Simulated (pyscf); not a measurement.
PySCF, gas phase, ωB97X-D3(BJ)/def2-SVP geometries. MP2 and CC: frozen core, UHF for open shells. ΔMP2 is the change of the MP2 total energy from the triple- to the quadruple-zeta basis.

Question: How much does it cost (ΔH, 298 K, CCSD(T)/def2-TZVPP + ΔMP2(QZVPP)) to split HO–Si:–F [singlet] at its H–O bond into [O=Si–F]• + H•?

Answer: H–O to [O=Si–F]• + H•: 415.6 kJ/mol. The radicals are drawn with the spin at the cut bond; how far it spreads was not checked. Other isomers of HO–Si:–F [singlet] were not searched in full and may lie lower. The CCSD(T) − MP2 part came from Ansatz, without density fitting, on the same reference.
